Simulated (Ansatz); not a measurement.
A nudged elastic band was laid between two geometries of AlH$_{6}$NO (9 atoms, charge 0, multiplicity 1).

Method: Ansatz, RKS PBE0-D4/cc-pVDZ.

| Item | Value |
| --- | --- |
| movable images | 7 |
| climbing image | yes |
| spring | 5.0 eV/Å² |
| optimiser | quadratic models (default) |
| start path | through a guess of the saddle point |
| force threshold | 0.05 eV/Å |
| iteration limit | 60 |
| end points | relaxed |

First end point:

```xyz
9
Properties=species:S:1:pos:R:3
Al -0.010 0.117 0.229
N -0.009 0.022 2.103
H -0.752 -0.497 2.570
H 0.857 -0.204 2.592
H 1.403 0.015 -0.504
H -1.398 -0.297 -0.459
O -0.273 2.103 0.645
H -1.146 2.471 0.453
H -0.298 1.747 1.591
```

Last end point:

```xyz
9
Properties=species:S:1:pos:R:3
Al -0.175 0.442 0.100
N -0.012 0.127 2.139
H -0.701 -0.509 2.543
H 0.910 -0.152 2.475
H 1.307 0.120 -0.441
H -1.392 -0.519 -0.334
O -0.562 2.133 0.467
H -0.792 2.764 -0.219
H -0.208 1.070 2.491
```

What changes between the two ends?

Bonds broken: O7–H9. Bonds formed: N2–H9.

Give the energies along the band, and the barrier.

It converged. The highest image is number 1 of 0 to 8, 0.9 kcal/mol above the first end and 18.1 kcal/mol above the last; the last end lies 17.2 kcal/mol below the first. A vibrational analysis at the climbing image gives one clearly imaginary mode, 660i cm⁻¹: a first-order saddle point. The orbitals stay closed-shell, which can raise the energy where a bond breaks towards radicals; this wasn't checked here.

| image | path coordinate (Å) | energy (kcal/mol) | O7–H9 (Å) | N2–H9 (Å) |
| --- | --- | --- | --- | --- |
| 0 | 0.00 | 0.0 | 1.01 | 1.82 |
| 1 | 0.38 | 0.9 | 1.13 | 1.44 |
| 2 | 0.64 | -3.4 | 1.38 | 1.20 |
| 3 | 0.89 | -11.2 | 1.67 | 1.07 |
| 4 | 1.15 | -14.6 | 1.93 | 1.04 |
| 5 | 1.41 | -16.1 | 2.14 | 1.03 |
| 6 | 1.66 | -16.8 | 2.29 | 1.03 |
| 7 | 1.92 | -17.1 | 2.32 | 1.03 |
| 8 | 2.17 | -17.2 | 2.31 | 1.03 |

What is the geometry of the highest image?


```xyz
9
Properties=species:S:1:pos:R:3
Al -0.024 0.174 0.147
N -0.028 0.111 2.078
H -0.777 -0.384 2.561
H 0.836 -0.079 2.586
H 1.409 0.000 -0.530
H -1.393 -0.348 -0.497
O -0.269 2.046 0.686
H -1.115 2.485 0.530
H -0.265 1.471 1.658
```

What are the harmonic wavenumbers there?

660i, 348, 406, 433, 462, 522, 590, 664, 690, 749, 765, 768, 921, 1501, 1554, 1872, 1901, 1947, 3544, 3631, 3866 cm⁻¹.

The band took 14 iterations and of the order of 4 core-minutes.

Run time: 4.3 min on 1 thread of Arm Neoverse V1, with other jobs on the host, peak memory 0.14 GiB.
